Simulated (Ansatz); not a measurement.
Process, species as SMILES: O=S(F)F + 3 [H][H] (H2) → 2 F (HF) + O (H2O) + S (H2S)
B3LYP-D3(BJ)/def2-TZVP geometries, fixed; electronic energies without zero-point terms.

Basis-set convergence of the energy of full hydrogenation at CCSD(T) with Ansatz (an electronic-structure program). Cartesian d functions, on some or all atoms, in 6-31G*, 6-31+G*, 6-311G**, 6-311+G**; all else is spherical. Cores are frozen. No added dispersion term, no relativity. Functions are those of the species that has most. Reference: Hartree-Fock in cc-pV(Q+d)Z plus the correlation part extrapolated as X^-3 from cc-pV(T+d)Z and cc-pV(Q+d)Z, -63.08 kcal/mol, itself unsure by roughly 0.30 kcal/mol (a third of the extrapolation step and of the last Hartree-Fock step). Deviations are taken from unrounded values.

| basis | functions | energy of full hydrogenation (kcal/mol) |
|---|---|---|
| def2-SVP | 60 | -86.11 |
| def2-SVPD | 96 | -98.31 |
| pcseg-1 | 60 | -86.60 |
| aug-pcseg-1 | 96 | -90.00 |
| 6-31G* | 64 | -41.88 |
| 6-31+G* | 80 | -56.42 |
| cc-pV(D+d)Z | 65 | -78.74 |
| aug-cc-pV(D+d)Z | 101 | -82.11 |
| 6-311G** | 81 | -89.99 |
| 6-311+G** | 97 | -98.87 |
| pcseg-2 | 124 | -66.22 |
| aug-pcseg-2 | 188 | -64.92 |
| cc-pV(T+d)Z | 129 | -64.15 |
| aug-cc-pV(T+d)Z | 193 | -65.89 |
| def2-TZVP | 130 | -56.73 |
| def2-TZVPD | 166 | -60.36 |
| def2-TZVPP | 135 | -67.08 |
| def2-TZVPPD | 171 | -68.05 |
| def2-QZVPP | 241 | -64.90 |
| def2-QZVPPD | 277 | -65.42 |

What the diffuse functions change, pair by pair:
- def2-SVP to def2-SVPD: 36 more functions, deviation -23.02 to -35.23 kcal/mol
- pcseg-1 to aug-pcseg-1: 36 more functions, deviation -23.51 to -26.92 kcal/mol
- 6-31G* to 6-31+G*: 16 more functions, deviation 21.21 to 6.66 kcal/mol
- cc-pV(D+d)Z to aug-cc-pV(D+d)Z: 36 more functions, deviation -15.66 to -19.03 kcal/mol
- 6-311G** to 6-311+G**: 16 more functions, deviation -26.91 to -35.79 kcal/mol
- pcseg-2 to aug-pcseg-2: 64 more functions, deviation -3.13 to -1.83 kcal/mol
- cc-pV(T+d)Z to aug-cc-pV(T+d)Z: 64 more functions, deviation -1.06 to -2.81 kcal/mol
- def2-TZVP to def2-TZVPD: 36 more functions, deviation 6.35 to 2.72 kcal/mol
- def2-TZVPP to def2-TZVPPD: 36 more functions, deviation -3.99 to -4.96 kcal/mol
- def2-QZVPP to def2-QZVPPD: 36 more functions, deviation -1.82 to -2.34 kcal/mol

They bring the value nearer the reference by more than 0.30 kcal/mol in 3 of 10 pairs.
